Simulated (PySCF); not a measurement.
Geometry (Å), atoms numbered from 1 in this order:
```xyz
6

C     0.6430   -0.3486   -0.0442
C    -0.5188    0.2810    0.0355
F    -1.6861   -0.3058    0.1367
F    -0.6704    1.5827    0.0246
H     1.5630    0.2270   -0.1250
H     0.6693   -1.4363   -0.0276
```

Geometry: PBE0-D3(BJ)/def2-SVP; GIAO absolute shieldings from PySCF 2.14, gas phase, non-relativistic, averaged over equivalent atoms.

At PBE0/cc-pVTZ (148 basis functions, 6.1 s wall time on 1 thread of an Arm Neoverse V1, shared host):
| atoms | σ (ppm) |
| --- | --- |
| C2 | 18.2 |
| C1 | 124.5 |
| F3/F4 | 255.5 |
| H5/H6 | 27.57 |

**Question.** What do these become at wB97X-D/pcSseg-2?

**Answer.** 
| atoms | σ at wB97X-D/pcSseg-2 | change |
| --- | --- | --- |
| C2 | 8.2 | -10.0 |
| C1 | 116.3 | -8.2 |
| F3/F4 | 259.9 | +4.4 |
| H5/H6 | 27.46 | -0.11 |

The largest change is at C2 (fully substituted alkene carbon). Cost: 172 basis functions, 8.1 s wall time on 1 thread of an Arm Neoverse V1, shared host.
